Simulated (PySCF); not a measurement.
**BP from Hartree–Fock to correlated methods**

State: ³Π (triplet), unpaired electrons σ ↑, π ↑. Set-up: PySCF, no relativity, basis sets B cc-pVTZ, P cc-pV(T+d)Z. De refers to B + P in their high-spin ground configurations, without counterpoise correction. The functionals are run spin-unrestricted. A positive dipole means B(−)P(+).

```csv
Level,Re (Å),ωe (cm⁻¹),De (eV),μ (D),"CPU s a point (SCF and correlation, without the integrals)"
ROHF,1.715,1057,1.77,-0.79,0.44
ROHF-MP2,1.745,973,3.22,n/a,0.83
ROHF-SCS-MP2,1.746,964,3.09,n/a,n/a
ROHF-CCSD,1.744,970,2.86,n/a,n/a
ROHF-CCSD(T),1.756,936,3.09,n/a,16
LDA,1.740,962,4.52,0.05,0.99
PBE,1.753,941,3.90,-0.04,1.5
BLYP,1.758,919,3.67,0.01,0.94
r²SCAN,1.740,980,3.77,-0.29,5.1
r²SCANh,1.736,990,3.67,-0.33,5.9
PBE0,1.736,984,3.62,-0.23,2.4
ωB97X,1.728,1011,3.48,-0.33,2.4
```

The bond length runs from 1.715 Å (ROHF) to 1.758 Å (BLYP). De spans 1.77 eV (ROHF, mean field) to 4.52 eV (LDA, local density). Correlation at CCSD(T) changes the Hartree–Fock bond energy by +1.32 eV; the triples alone change it by +0.23 eV.

Correlated steps freeze 6 core orbitals. The state is the lowest determinant that a PBE0 search found; another state may lie lower at other levels.

The whole job (state search and all levels along the bond) took about 7.9 min on 1 thread of Arm Neoverse N1 (shared host), peak memory 1.4 GiB.
